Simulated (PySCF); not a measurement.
# MgP⁺: energy against distance

Set-up: Mg pcseg-1, P pcseg-1; no relativity (PySCF 2.14). Energies in eV from Mg⁺ + P in their ground configurations at the same level. State: ³Σ⁻ (triplet), unpaired electrons π ↑↑.

All columns are PBE0. A positive dipole points towards P; it is taken about the centre of mass and depends on that origin.

| R (Å) | E (eV) | μ (D) | Mulliken charge on Mg (basis-dependent) | HOMO (eV) | LUMO (eV) | Mayer bond order | ⟨S²⟩ |
| --- | --- | --- | --- | --- | --- | --- | --- |
| 2.164 | -0.732 | -6.95 | 0.90 | -12.63 | -8.61 | 1.28 | 2.02 |
| 2.264 | -1.012 | -7.10 | 0.90 | -12.57 | -8.58 | 1.23 | 2.02 |
| 2.365 | -1.161 | -7.21 | 0.90 | -12.50 | -8.62 | 1.18 | 2.04 |
| 2.441 | -1.212 | -7.25 | 0.90 | -12.44 | -8.65 | 1.14 | 2.05 |
| 2.516 | -1.223 | -7.27 | 0.90 | -12.38 | -8.67 | 1.09 | 2.07 |
| 2.591 | -1.206 | -7.25 | 0.90 | -12.33 | -8.69 | 1.04 | 2.09 |
| 2.692 | -1.153 | -7.18 | 0.89 | -12.26 | -8.72 | 0.97 | 2.14 |
| 2.818 | -1.056 | -7.05 | 0.89 | -12.18 | -8.75 | 0.87 | 2.22 |
| 2.969 | -0.922 | -6.91 | 0.88 | -12.12 | -8.79 | 0.73 | 2.34 |
| 3.170 | -0.747 | -6.86 | 0.87 | -12.07 | -8.85 | 0.57 | 2.49 |

A fit through these points gives, at Re = 2.505 Å, μ = -7.27 D and dμ/dR = -0.0247 D/Å; the reduced mass is 13.52 u.

Task: How strong is the fundamental in the double-harmonic approximation, I = 42.26·(dμ/dR)²/μred km/mol?

Result: I = 42.26·(-0.0247)²/13.52 = 0.00191 km/mol at PBE0.

⟨S²⟩ of the unrestricted solution departs from its pure value on part of the curve, where spin states mix. For an ion De counts to the pair picked by the measured ionisation energies or electron affinities, which need not be the lowest pair at this level. The state is the lowest determinant that a PBE0 search found; another state may lie lower at other levels.
